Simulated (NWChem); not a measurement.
NO cation

Program: NWChem. Geometry: optimised at B3LYP/6-31G* (spherical d). Solvent water, SMD (1 M gas to 1 M solution), gas-phase geometry. Reactions with the solvent are ignored.

```
level              basis functions  solvation free energy (kcal/mol)  cavity-dispersion-structure term (kcal/mol)
-----------------  ---------------  --------------------------------  -------------------------------------------
M06-2X/STO-3G                   10                             -85.0                                          2.3
M06-2X/def2-SVP                 28                             -83.5                                          2.3
M06-2X/def2-SVPD                43                             -83.3                                          2.3
M06-2X/def2-TZVP                62                             -83.3                                          2.3
M06-2X/def2-TZVPD               77                             -83.3                                          2.3
M06-2X/def2-TZVPP               62                             -83.3                                          2.3
```
